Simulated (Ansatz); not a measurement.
The same path of FH3Si (5 atoms, charge 0, multiplicity 1) was run twice with different band settings. Lost on the way: Si1–F2, Si1–H3. Made: F2–H3.

These are results of Ansatz, RKS PBE0-D4/def2-SVPD, not measurements.

Relaxed end points:

```xyz
5
Properties=species:S:1:pos:R:3
Si 0.246 0.000 0.119
F 0.315 0.000 1.759
H 1.642 0.000 -0.392
H -0.480 1.227 -0.303
H -0.480 -1.227 -0.303
```

```xyz
5
Properties=species:S:1:pos:R:3
Si -0.056 0.000 -0.785
F 1.128 0.000 1.166
H 2.002 0.000 0.855
H -0.916 1.108 -0.178
H -0.916 -1.108 -0.178
```

Common settings: movable images 7; spring 5.0 eV/Å²; start path through a guess of the saddle point; force threshold 0.03 eV/Å; iteration limit 60; end points relaxed.

| run | climbing image | optimiser |
| --- | --- | --- |
| 1 | yes | quadratic models (default) |
| 2 | from the first iteration | lbfgs |

(1) What does each run give, and how far can it be trusted?

Results:

(1) Run 1: converged after 7 iterations, highest image 3.582 eV above the first end. Neighbouring images differ by up to 1.3 eV, so the band resolves the path poorly. A vibrational analysis at the climbing image gives one clearly imaginary mode, 1228i cm⁻¹: a first-order saddle point.
Run 2: converged after 38 iterations, highest image 3.582 eV above the first end. Neighbouring images differ by up to 1.3 eV, so the band resolves the path poorly. Another band between the same ends (7 images) ends at a top of the same energy, where a vibrational analysis finds 1 clearly imaginary mode.
The orbitals stay closed-shell, which can raise the energy where a bond breaks towards radicals; this wasn't checked here.
